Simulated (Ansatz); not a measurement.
Geometry optimisation, RKS PBE0-D4/def2-SVP (Ansatz).

Input:

```yaml
crystal:
  periodic: [false, false, false]
  atoms:
    - { symbol: Si, position_ang: [0.0, 0.0, 0.0] }
    - { symbol: H, position_ang: [0.0, 0.0, 1.81] }
    - { symbol: H, position_ang: [1.3768, 0.0, -0.4862] }
    - { symbol: H, position_ang: [-0.6877, 1.1914, -0.4862] }
    - { symbol: H, position_ang: [-0.6877, -1.1914, -0.4862] }
    - { symbol: S, position_ang: [-2.3345, 0.0, 0.7757] }
    - { symbol: H, position_ang: [-3.0901, -0.8728, -0.0163] }
    - { symbol: H, position_ang: [-0.9511, 0.0, 1.8802] }
basis:
  gaussian: { orbitals: def2-SVP }
hamiltonian:
  xc: pbe0
  dispersion: d4
relax:
  f_tol: 0.15
  max_steps: 25
  restrain:
    - { distance: [0, 5], at: 2.16, k: 30.0 }
    - { distance: [7, 1], at: 0.66, k: 30.0 }
    - { distance: [0, 1], at: 2.66, k: 30.0 }
    - { distance: [7, 5], at: 2.6, k: 30.0 }
```

Run as:

```bash
$ ansatz run input.yaml --threads 1 --pin off --max-ram 2048MiB --backend cpu --events-out ev --progress --plain --runs-dir out
```

Problem. Where does it end, and by what steps?

Solution. The forces met the threshold. The restraints hold the end off the free minimum. After 14 steps the energy has fallen by 3.926 eV (the restraints' own energy left out); H3 moved furthest, 1.53 Å. Joined: H2–H8 (0.95 → 0.72 Å).

| step | energy less start (eV) | largest force component (eV/Å) | accepted |
| --- | --- | --- | --- |
| 0 | 0.0000 | 2.539 | yes |
| 1 | -0.2071 | 1.818 | yes |
| 2 | -0.5120 | 4.227 | yes |
| 3 | -1.7147 | 3.548 | yes |
| 4 | -2.4860 | 2.473 | yes |
| 5 | -3.1487 | 1.743 | yes |
| 6 | -3.5299 | 1.112 | yes |
| 7 | -3.7242 | 1.443 | yes |
| 8 | -3.7576 | 1.446 | yes |
| 9 | -3.7989 | 1.616 | yes |
| 10 | -3.8481 | 1.461 | yes |
| 11 | -3.8924 | 1.612 | yes |
| 12 | -3.9224 | 1.692 | yes |
| 13 | -3.9171 | 1.910 | yes |
| 14 | -3.9262 | 1.674 | yes |

```xyz
8
Properties=species:S:1:pos:R:3
Si -0.552 -0.146 -0.363
H 0.186 0.713 2.054
H 0.498 -1.010 0.254
H -0.075 1.265 -0.395
H -0.768 -0.615 -1.765
S -2.431 -0.189 0.696
H -2.754 -1.422 0.246
H -0.478 0.533 2.263
```

Run time: 28 s on 1 thread of Arm Neoverse V1, on a shared host, peak memory 0.12 GiB.
